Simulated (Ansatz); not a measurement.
A nudged elastic band was laid between two geometries of C2H7N2 (11 atoms, charge 1, multiplicity 1).

These are results of RKS PBE0/def2-SVP in Ansatz 0.2.0, not measurements.

```
movable images  : 5
climbing image  : yes
spring          : 20.0 eV/Å²
optimiser       : quadratic models (default)
start path      : through a guess of the saddle point
force threshold : 0.05 eV/Å
iteration limit : 60
end points      : relaxed
```

Initial state:

```xyz
11
Properties=species:S:1:pos:R:3
C -0.674 1.546 0.102
N -0.516 0.099 0.058
C 0.624 -0.521 -0.078
N 0.794 -1.824 -0.120
H -1.124 1.845 1.059
H -1.320 1.878 -0.722
H 0.308 2.026 0.003
H -1.369 -0.453 0.140
H 1.523 0.100 -0.164
H 0.027 -2.488 -0.050
H 1.726 -2.209 -0.228
```

Final state:

```xyz
11
Properties=species:S:1:pos:R:3
C -0.674 1.546 0.102
N -0.516 0.099 0.058
C 0.624 -0.521 -0.078
N 0.793 -1.823 -0.120
H -1.123 1.845 1.059
H -1.320 1.878 -0.722
H 0.308 2.026 0.003
H -1.369 -0.453 0.140
H 1.523 0.100 -0.164
H 1.726 -2.209 -0.229
H 0.027 -2.487 -0.050
```

**Question.** Which bonds break or form, and what moves?

**Answer.** No bond is made or broken. The dihedral N2–C3–N4–H11 goes from -180 to 0°. The two ends are copies of one structure, up to a mirror image or an exchange of like atoms.

**Question.** What energy profile does the band end with?

**Answer.** The forces met the threshold. The highest image is number 3 of 0 to 6, 23.4 kcal/mol above the ends, which have the same energy within 2 meV. Another band between the same ends (5 images) ends at a top of the same energy, where a vibrational analysis finds 1 clearly imaginary mode. Limits of this set-up: the dipole of an ion depends on the origin.

```tsv
image	path coordinate (Å)	energy (kcal/mol)	dihedral N2–C3–N4–H11 (°)
0	0.00	0.0	-180
1	0.64	3.1	-163
2	1.29	16.4	-145
3	1.93	23.4	-121
4	2.58	16.4	-77
5	3.22	3.1	-23
6	3.86	0.0	0
```

**Question.** What is the geometry of the highest image?

**Answer.** 
```xyz
11
Properties=species:S:1:pos:R:3
C -0.658 1.567 0.111
N -0.491 0.125 0.136
C 0.572 -0.539 -0.138
N 0.539 -1.915 -0.058
H -0.951 1.912 1.113
H -1.455 1.823 -0.601
H 0.281 2.047 -0.190
H -1.299 -0.453 0.400
H 1.463 0.046 -0.428
H 0.770 -2.347 -0.958
H 1.228 -2.266 0.614
```

Run time: 3.4 min on 1 thread of Intel(R) Xeon(R) Processor @ 2.50GHz (Skylake/Cascade Lake), on a shared host, peak memory 0.18 GiB.
